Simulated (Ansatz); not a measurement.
HSi: a scan of the bond length, run with Ansatz 0.2.0, Python API.

`hsi_scan.py`:
```python
"""Potential curve of HSi along one bond."""

from dataclasses import dataclass

import ansatz as az
from ase import Atoms
from ase.data import atomic_masses, atomic_numbers
import numpy as np


@dataclass(frozen=True)
class Settings:
    basis_set: str = "def2-SVP"
    functional: str = "pbe0"


cfg = Settings()

atoms = Atoms(["Si", "H"], positions=[
    (0.0, 0.0, 0.0),
    (0.0, 0.0, 1.435),
])
hsi = az.Crystal.molecule_from_ase(atoms)

symbols = [site.symbol for site in hsi.cartesian_sites]
start = np.array([site.position_ang for site in hsi.cartesian_sites])
axis = (start[1] - start[0]) / np.linalg.norm(start[1] - start[0])
moving = [1]
lengths, energies = [1.263, 1.32, 1.378, 1.435, 1.492, 1.55, 1.607, 1.693], []
for length in lengths:
    xyz = start.copy()
    xyz[moving] += (length - np.linalg.norm(start[1] - start[0])) * axis
    point = az.Crystal.molecule()
    for symbol, place in zip(symbols, xyz):
        point = point.atom(symbol, place.tolist())
    calculation = (
        point.calculation()
        .basis(gaussian=cfg.basis_set)  # the orbital basis, by name
        .functional(cfg.functional)
        .spin("collinear", total=1)  # two spin channels
    )
    summary = calculation.run().report
    energies.append(summary["free_energy_ev"])
    print(f"r = {length:6.3f} A  E = {energies[-1]:.5f} eV  <S^2> = {abs(summary['mean_field']['state']['spin_squared']):.3f}")

# quartic fit about the minimum
fit = np.polynomial.Polynomial.fit(lengths, np.array(energies) - min(energies), 4).convert()
roots = [r.real for r in fit.deriv().roots() if abs(r.imag) < 1e-9 and fit.deriv(2)(r.real) > 0]
r_e = min(roots, key=lambda r: abs(r - lengths[int(np.argmin(energies))]))
print(f"minimum of the fit at {r_e:.4f} A, force constant {fit.deriv(2)(r_e):.2f} eV/A^2")
m1, m2 = (atomic_masses[atomic_numbers[s]] for s in symbols)
mu = m1 * m2 / (m1 + m2)
print(f"harmonic wavenumber {521.4709 * np.sqrt(fit.deriv(2)(r_e) / mu):.0f} 1/cm, rotational constant {16.857629 / (mu * r_e ** 2):.4f} 1/cm")
```

Where along the scan is the Si-H distance of lowest energy, and how steep are the two sides?

The lowest point is at 1.550 Å. At the shortest distance (1.26 Å) the energy is 0.87 eV higher, at the longest (1.69 Å) 0.14 eV.

What the script printed:

`python hsi_scan.py` gives:
```text
r =  1.263 A  E = -7884.02553 eV  <S^2> = 0.755
r =  1.320 A  E = -7884.39644 eV  <S^2> = 0.755
r =  1.378 A  E = -7884.65008 eV  <S^2> = 0.755
r =  1.435 A  E = -7884.80279 eV  <S^2> = 0.755
r =  1.492 A  E = -7884.88000 eV  <S^2> = 0.755
r =  1.550 A  E = -7884.89784 eV  <S^2> = 0.755
r =  1.607 A  E = -7884.86894 eV  <S^2> = 0.755
r =  1.693 A  E = -7884.76073 eV  <S^2> = 0.755
minimum of the fit at 1.5405 A, force constant 14.53 eV/A^2
harmonic wavenumber 2015 1/cm, rotational constant 7.2998 1/cm
```

Notes:
- The settings weren't tested for convergence.
- The basis set is modest, and single-reference methods fail as a bond breaks.
- The species is open-shell (spin multiplicity 2).
- It ran for 5.7 s on 1 thread of Arm Neoverse N1, on a shared host, peak memory 0.15 GiB.
